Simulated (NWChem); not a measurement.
**Polarisability of disilane (H6Si2)**

SMILES: [SiH3][SiH3]
```xyz
8

Si     1.1759     0.0521     0.0000
Si    -1.1759    -0.0521     0.0000
H      1.6663     0.7806     1.2230
H      1.6663     0.7806    -1.2230
H      1.7601    -1.3356     0.0000
H     -1.6663    -0.7806     1.2230
H     -1.6663    -0.7806    -1.2230
H     -1.7601     1.3356     0.0000
```
Charge 0, spin multiplicity 1.

Program: NWChem. Structure: optimised with PBE/def2-SVP, a minimum by its harmonic frequencies.

Basis set: 6-31G*. The field's frequency is 0.0428 Ha (1065 nm). This basis has no diffuse functions, which lowers polarisabilities.

B3LYP has NWChem's definition, with VWN1-RPA local correlation. The Pople sets run with spherical d functions.

Problem. One of these methods gave an isotropic polarisability of 47.48 bohr³. Which?
A) B3LYP
B) HF
C) PBE0
D) PBE

Solution. B, HF. The others give 52.43 (PBE), 51.14 (PBE0), 50.71 (B3LYP).
